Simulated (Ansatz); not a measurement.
## hcp Tl

Calculation: LDA (Ansatz, an electronic-structure program, plane waves, PAW).

Settings: plane-wave cutoff 500 eV, 10×10×1 k mesh (along the axes of the cell as run), Fermi–Dirac smearing 0.1 eV, scalar-relativistic PAW data made under PBE.

Cell: relaxed at this level.

- surface energy of the (11-20) face = 0.49 J/m²
- work function of the (11-20) face = 3.98 eV

The slab of 16 atoms is relaxed and unreconstructed.

Spin–orbit coupling is not included; it can shift volumes and moduli of such heavy elements.

The computed numbers hold no vibrational or temperature effects.

Computing time: very roughly 30 core-minutes.
